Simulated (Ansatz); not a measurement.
# Interaction energy ladder

The pair of H$_{2}$S (SMILES S, atoms 1–3) and CH$_{4}$O (SMILES CO, atoms 4–9), both closed shells, in one local arrangement (a lower one may exist), relaxed at PBE0-D4/def2-TZVP:

S1  (-0.270, -0.475, -2.661)
H2  (-0.475, 0.104, -1.459)
H3  (0.514, 0.529, -3.080)
C4  (0.308, -0.257, 1.268)
O5  (-0.440, 0.698, 0.542)
H6  (1.134, -0.566, 0.627)
H7  (-0.284, -1.145, 1.515)
H8  (0.722, 0.165, 2.191)
H9  (-1.211, 0.947, 1.056)
(Å)

Ansatz 0.2.0; basis: def2-TZVPPD, with def2-QZVPPD for the basis limit; cores frozen in the correlated methods. B3LYP uses VWN-RPA correlation. Extrapolation: Hartree–Fock as exp(−7.88 √X), correlation as X^−2.97. Interaction energies count from these two fragments, frozen as in the pair, with the counterpoise correction; negative means bound.

Question: What is the interaction energy by CCSD(T) at an estimated basis limit (MP2 extrapolated from triple and quadruple zeta, plus CCSD(T) − MP2 in triple zeta)? (To be estimated.)

Answer: Computed: -13.3 kJ/mol. Hartree–Fock alone gives -3.1 kJ/mol at the basis limit. It counts from the two fragments frozen as in the pair.

The same quantity by other methods in triple zeta, and each one's difference from that estimate:
| method | E_int (kJ/mol) | difference |
| --- | --- | --- |
| PBE-D4 | -15.4 | -2.1 |
| revPBE-D4 | -12.8 | 0.4 |
| BLYP-D4 | -13.2 | 0.1 |
| r2SCAN-D4 | -13.9 | -0.6 |
| B97M-V | -13.2 | 0.0 |
| PBE0-D4 | -14.6 | -1.3 |
| B3LYP-D4 | -13.7 | -0.4 |
| HSE06-D4 | -14.5 | -1.3 |
| wB97X-V | -12.9 | 0.3 |
| wB97M-V | -12.6 | 0.7 |
| B2PLYP | -10.2 | 3.0 |
| HF | -3.1 | 10.1 |
| MP2 | -12.9 | 0.4 |
| CCSD | -10.1 | 3.2 |
| CCSD(T) | -11.6 | 1.7 |
Differences are method less estimate.

Question: Which atoms make the shortest contact between the fragments?

Answer: H2 and O5, 2.09 Å apart.

Basis-set superposition shift (counterpoise-corrected less uncorrected): CCSD(T) 2.1; MP2 2.1; HF 0.2; PBE0-D4 0.2; wB97M-V 0.3 kJ/mol.

The T1 diagnostic stays at or below 0.011.

For scale, one of the runs: CCSD(T)/def2-TZVPPD, 230 basis functions, launched by `ansatz run in.yaml --threads 4 --pin off --events-out ev --progress --plain --max-ram 9574MiB`. Hardware: 4 CPU threads of an Arm Neoverse V1, shared host. Wall time 68 s; peak host memory 3.9 GiB.
